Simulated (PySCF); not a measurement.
# One shape, several levels: B2NH5 (SMILES BNB)

Wanted: a comparison of 6 runs (M06-2X/aug-cc-pVDZ, M06-L/aug-cc-pVDZ, PBE0/aug-cc-pVDZ, TPSS/aug-cc-pVDZ, r2SCAN/aug-cc-pVDZ, revPBE/aug-cc-pVDZ) of B2NH5. 

The calculation is run with PySCF 2.14.0.

1 further run of the same task is left out (set aside as unsound or not needed).

### 1 The structure to begin with

B2NH5: 8 atoms, total charge 0, spin state singlet. As SMILES, `BNB`. The shape is that of a PBE0-D4/def2-TZVP optimisation.

Bond lengths: B1–N2 1.417 Å, N2–B3 1.417 Å, B1–H4 1.194 Å, B1–H5 1.197 Å, N2–H6 1.011 Å, B3–H7 1.197 Å, B3–H8 1.194 Å. Angles: B1–N2–B3 125.8°, B1–N2–H6 117.1°, B3–N2–H6 117.1°, N2–B1–H4 118.5°, N2–B1–H5 119.5°, N2–B3–H7 119.4°, N2–B3–H8 118.5°, H4–B1–H5 122.0°, H7–B3–H8 122.0°.

### 2 A single-point energy at M06-2X/aug-cc-pVDZ (run 1)

Contents of job.py:

```python
# BNB
from pyscf import gto, dft

mol = gto.M(
    atom=[
    ('B', (-0.828200, 0.654900, -0.693300)),
    ('N', (0.260000, 0.377700, 0.170800)),
    ('B', (0.695200, -0.910900, 0.567700)),
    ('H', (-1.449400, -0.261400, -1.140100)),
    ('H', (-1.097800, 1.791200, -0.954100)),
    ('H', (0.771000, 1.169500, 0.536500)),
    ('H', (1.631600, -1.014200, 1.305600)),
    ('H', (0.109700, -1.864100, 0.150900)),
],
    basis='aug-cc-pvdz',
    max_memory=1860,
    verbose=3,
    charge=0,
)

mf = dft.RKS(mol)
mf.xc = 'm06-2x'
mf.conv_tol = 1e-10
mf.grids.level = 5
mf.kernel()
if not mf.converged:
    mf = mf.newton().run(mf.mo_coeff, mf.mo_occ)

etot = mf.e_tot
print('E(%s) = %.9f' % ('M06-2X', etot))
```

Run with:

```console
$ OMP_NUM_THREADS=1 python job.py
```

Output:

```text
converged SCF energy = -107.463576008291
E(M06-2X) = -107.463576008
```

Run time: 35 s. Hardware: 1 thread of Intel Xeon at 2.70GHz, shared host; peak memory 0.65 GiB.

### 3 The energy at M06-L/aug-cc-pVDZ (run 2)

Contents of run.py:

```python
from pyscf import gto, dft

mol = gto.M(
    atom='''
B   -0.828200   0.654900  -0.693300
N    0.260000   0.377700   0.170800
B    0.695200  -0.910900   0.567700
H   -1.449400  -0.261400  -1.140100
H   -1.097800   1.791200  -0.954100
H    0.771000   1.169500   0.536500
H    1.631600  -1.014200   1.305600
H    0.109700  -1.864100   0.150900
''',
    verbose=4,
    basis='aug-cc-pvdz',
    max_memory=1860,
)

myscf = dft.RKS(mol, xc='m06-l')
myscf.conv_tol = 1e-10
myscf.grids.level = 5
myscf.kernel()
if not myscf.converged:
    myscf = myscf.newton().run(myscf.mo_coeff, myscf.mo_occ)

e_tot = myscf.e_tot
print('E = %.10f Eh' % e_tot)
```

Run with:

```console
$ OMP_NUM_THREADS=1 python run.py
```

Output:

```text
PySCF version 2.14.0

[... 76 lines left out ...]
converged SCF energy = -107.495002009359
E = -107.4950020094 Eh
```

Run time: 39 s. Hardware: 1 thread of Intel Xeon at 2.70GHz, shared host; peak memory 0.66 GiB.

Runs 3 to 4 aren't shown in full; the table further down has their settings and results.

### 4 The energy at r2SCAN/aug-cc-pVDZ (run 5)

Contents of input.py:

```python
from pyscf import gto, dft

system = gto.Mole()
system.atom = '''
B   -0.828200   0.654900  -0.693300
N    0.260000   0.377700   0.170800
B    0.695200  -0.910900   0.567700
H   -1.449400  -0.261400  -1.140100
H   -1.097800   1.791200  -0.954100
H    0.771000   1.169500   0.536500
H    1.631600  -1.014200   1.305600
H    0.109700  -1.864100   0.150900
'''
system.charge = 0
system.verbose = 4
system.max_memory = 1860
system.basis = 'aug-cc-pvdz'
system.build()

myscf = dft.RKS(system)
myscf.xc = 'r2scan'
myscf.grids.level = 5
myscf.conv_tol = 1e-10
myscf.kernel()
if not myscf.converged:
    myscf = myscf.newton().run(myscf.mo_coeff, myscf.mo_occ)

etot = myscf.e_tot
print('E = %.10f Eh' % etot)
```

Run with:

```console
$ OMP_NUM_THREADS=1 python input.py
```

Output:

```text
PySCF version 2.14.0

[... 77 lines left out ...]
converged SCF energy = -107.434425100093
E = -107.4344251001 Eh
```

Run time: 38 s. Hardware: 1 thread of Intel Xeon at 2.70GHz, shared host; peak memory 0.65 GiB.

### 5 A single-point energy at revPBE/aug-cc-pVDZ (run 6)

Contents of run.py:

```python
from pyscf import gto, dft

mol = gto.Mole()
mol.atom = [
    ('B', (-0.828200, 0.654900, -0.693300)),
    ('N', (0.260000, 0.377700, 0.170800)),
    ('B', (0.695200, -0.910900, 0.567700)),
    ('H', (-1.449400, -0.261400, -1.140100)),
    ('H', (-1.097800, 1.791200, -0.954100)),
    ('H', (0.771000, 1.169500, 0.536500)),
    ('H', (1.631600, -1.014200, 1.305600)),
    ('H', (0.109700, -1.864100, 0.150900)),
]
mol.spin = 0
mol.basis = 'aug-cc-pvdz'
mol.max_memory = 1860
mol.verbose = 4
mol.build()

mf = dft.RKS(mol)
mf.xc = 'revpbe'
mf.grids.level = 5
mf.conv_tol = 1e-10
mf.kernel()
if not mf.converged:
    mf = mf.newton().run(mf.mo_coeff, mf.mo_occ)

e_tot = mf.e_tot
print('Final energy', e_tot)
```

Run with:

```console
$ OMP_NUM_THREADS=1 python run.py
```

Output:

```text
PySCF version 2.14.0

[... 76 lines left out ...]
converged SCF energy = -107.471539355721
Final energy -107.47153935572095
```

Wall time 23 s (1 thread of Intel Xeon at 2.70GHz, shared host); peak memory 0.6 GiB.

### 6 Overview of the runs

```
run               level  energy (Eh)  dipole moment (D)  HOMO energy (eV)  LUMO energy (eV)  wall time
  1  M06-2X/aug-cc-pVDZ  -107.463576               1.19            -10.50             -0.44       35 s
  2   M06-L/aug-cc-pVDZ  -107.495002               1.28             -7.92             -1.85       39 s
  3    PBE0/aug-cc-pVDZ  -107.364691               1.23             -9.17             -1.39       22 s
  4    TPSS/aug-cc-pVDZ  -107.540669               1.25             -7.99             -2.16       38 s
  5  r2SCAN/aug-cc-pVDZ  -107.434425               1.25             -8.06             -1.99       38 s
  6  revPBE/aug-cc-pVDZ  -107.471539               1.27             -7.73             -2.32       23 s
```

### 7 Outcome

| quantity | value |
| --- | --- |
| run 6: total energy | -107.47154 Eh |
| run 6: dipole moment | 1.27 D |
| run 6: HOMO energy | -7.73 eV |
| run 6: LUMO energy | -2.32 eV |
| run 6: HOMO–LUMO gap | 5.41 eV |

The dipole moment (its size) runs from 1.19 D (M06-2X/aug-cc-pVDZ) to 1.28 D (M06-L/aug-cc-pVDZ). The HOMO–LUMO gap runs from 5.41 eV (revPBE/aug-cc-pVDZ) to 10.06 eV (M06-2X/aug-cc-pVDZ). Totals of different functionals can't be ranked against each other. All runs together took 3.2 min, the longest 39 s.
